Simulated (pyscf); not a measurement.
Thermochemistry of product channels of F–Al(F)–F (SMILES [F][Al]([F])[F]) + CH₃• (SMILES [CH3]) on the doublet surface, in eV, from CCSD(T)/def2-TZVPP + ΔMP2(QZVPP) energies (ideal gas, 1 atm, RRHO with modes under 100 cm⁻¹ raised to 100, one conformer, R ln 2 for chiral ones without a mode under 150 cm⁻¹). Single points on ωB97X-D3(BJ)/def2-SVP structures (PySCF, gas phase). Correlated levels are frozen-core, on RHF or UHF. ΔMP2 is the change of the MP2 total energy from the triple- to the quadruple-zeta basis.

| products | ΔE | ΔH(298 K) | ΔG(298 K) | ΔG(600 K) |
|---|---|---|---|---|
| F• (SMILES [F]) + H₃C–Al(F)–F (SMILES [CH3][Al]([F])[F]) | +2.98 | +3.07 | +3.09 | +3.11 |
| H₃C–F (SMILES CF) + [F–Al–F]• (SMILES [F][Al][F]) | +1.87 | +2.01 | +1.97 | +1.94 |
| HF (SMILES F) + •H₂C–Al(F)–F (SMILES [CH2][Al]([F])[F]) | +1.48 | +1.49 | +1.47 | +1.43 |
| F–CH₂–Al(F)–F (SMILES F[CH2][Al]([F])[F]) + H• (SMILES [H]) | +3.22 | +3.14 | +3.22 | +3.29 |
| •H₂C–F (SMILES [CH2]F) + F–AlH–F (SMILES [F][AlH][F]) | +2.68 | +2.65 | +2.56 | +2.49 |

These are energies of the channels, which say nothing of barriers. The CCSD(T) − MP2 part came from Ansatz, without density fitting, on the same reference. Left out: orbital degeneracy and the spin-orbit lowering of F.
